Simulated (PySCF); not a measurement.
C₂H₅NO, SMILES CC(N)=O.

Geometry optimised at PBE-D3(BJ)/def2-SVP. A frequency run showed that this geometry is not a minimum. The values are those of a single conformer.

Level of theory: TDDFT-CAM-B3LYP/def2-SVPD (PySCF).

Vertical excitations. Isolated molecule, no solvent. State labels are in the subgroup Cs.

Computed lowest excited states:
```tsv
state	symmetry	energy (eV)	λ (nm)	f	main pairs
S1	A"	5.59	222	0.000	HOMO→LUMO+1 95 %
S2	A'	7.10	175	0.028	HOMO→LUMO 86 %
S3	A"	7.12	174	0.010	HOMO−1→LUMO 89 %
S4	A'	7.50	165	0.183	HOMO−1→LUMO+1 80 %
S5	A"	8.42	147	0.002	HOMO−1→LUMO+2 59 %, HOMO−1→LUMO+4 27 %
S6	A'	8.44	147	0.049	HOMO→LUMO+2 70 %
S7	A'	8.61	144	0.019	HOMO→LUMO+3 82 %
S8	A"	8.65	143	0.004	HOMO−1→LUMO+3 72 %, HOMO−1→LUMO+2 15 %
S9	A'	9.13	136	0.041	HOMO→LUMO+4 87 %
S10	A"	9.29	133	0.000	HOMO→LUMO+6 79 %, HOMO→LUMO+8 17 %
T1	A"	5.10	243	0	HOMO→LUMO+1 94 %
T2	A'	5.51	225	0	HOMO−1→LUMO+1 89 %
T3	A"	6.82	182	0	HOMO−1→LUMO 82 %, HOMO−1→LUMO+2 13 %
T4	A'	7.00	177	0	HOMO→LUMO 91 %
```
Triplets are in the Tamm–Dancoff approximation, which puts them higher than full response would, so one can lie above its singlet here.
